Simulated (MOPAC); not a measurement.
MOPAC input (PM7):

```
PM7 PRECISE GNORM=0.05 LET XYZ CHARGE=-1 GEO-OK AUX(PRECISION=9) THREADS=1
C3H5

C     1.37760322 1    0.01843291 1    0.01132496 1
C     0.10270912 1    0.44661529 1   -0.00225393 1
H     2.05690146 1    0.90275969 1    0.01081884 1
H    -0.21628020 1    1.51104003 1   -0.01231293 1
C    -1.08779556 1   -0.49380738 1   -0.00560757 1
H    -0.72120087 1   -1.52504187 1    0.00461626 1
H    -1.74458285 1   -0.35197269 1    0.86878207 1
H    -1.72993823 1   -0.36423013 1   -0.89268502 1
```

Q: What heat of formation does the run end on?

A: 53.15 kcal/mol.
